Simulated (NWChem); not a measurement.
A series in which one site is exchanged, each optimised at PBE0/def2-SVP with NWChem, gas phase unless a solvent is named. Some are not confirmed as minima by frequencies. def2 effective core potentials on Bi; no spin-orbit coupling.

A: [AsH3] (AsH3; site = As)
B: [BiH3] (BiH3; site = Bi)
C: P (PH3; site = P)
D: N (NH$_{3}$; site = N)

**Question.** Rank them by orbital gap (eV), PBE0/def2-SVP, lowest first.

**Answer.** B (7.66), A (8.60), C (9.02), D (9.10)
